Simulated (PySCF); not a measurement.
Compound: NO+, NO (charge +1).
SMILES: `N#[O+]`

The calculation used PySCF 2.14.0, B3LYP/def2-TZVP geometry optimisation, gas phase.

Masses are those of the commonest isotopes; rigid-rotor values at the optimised geometry. 

Question: What are the moment of inertia and the rotational constant?

Answer: I = 8.333 u·Å², B = 505379 MHz·u·Å²/I = 60649 MHz (2.0230 cm⁻¹, or 2.911 K as hB/k). For two atoms I = μr² with μ = 7.4664 u and r = 1.0564 Å.

Question: List the first levels of a rigid rotor in a Σ state.

Answer: E(J) = BJ(J+1): J = 1: 4.046, J = 2: 12.138, J = 3: 24.276, J = 4: 40.460, J = 5: 60.691, J = 6: 84.967 cm⁻¹.

Question: Where do the first rotational lines fall?

Answer: The dipole is 0.39 D (about the centre of mass, as the species is charged); J+1 ← J lies at 2B(J+1): 1 ← 0 at 121.30 GHz, 2 ← 1 at 242.59 GHz, 3 ← 2 at 363.89 GHz, 4 ← 3 at 485.19 GHz, 5 ← 4 at 606.49 GHz, 6 ← 5 at 727.78 GHz.

Question: Estimate the classical rotational partition function at 100 K, 200 K and 298.15 K.

Answer: Point group C∞v, symmetry number σ = 1; q = kT/(σhB), k/h = 20836.6 MHz/K: 34.4 at 100 K, 68.7 at 200 K, 102 at 298.15 K.

Whether it is a minimum is left open (no frequencies). Isolated species at its B3LYP/def2-TZVP geometry, gas phase. These are rigid-rotor constants of the computed structure; measured ground-state constants (B0) also hold zero-point vibration.
